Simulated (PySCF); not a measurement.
**LiF at RHF-MP2**

Computed with RHF-MP2; PySCF, no relativity, basis sets Li pcseg-2, F pcseg-2.

| Property | Result |
| --- | --- |
| state | ¹Σ⁺ (singlet), closed shell |
| bond length | 1.578 Å |
| harmonic wavenumber | 912 cm⁻¹ |
| force constant | 2.51 mdyn/Å |
| rotational constant Be | 1.321 cm⁻¹ |
| anharmonicity ωexe | 8.00 cm⁻¹ |
| vibration–rotation constant αe | 0.0189 cm⁻¹ |
| well depth De to Li + F | 6.08 eV |
| dissociation energy D0 | 6.03 eV |

Correlated steps freeze 1 core orbital. Where the molecule has an RHF reference, its open-shell atoms are computed with UHF.
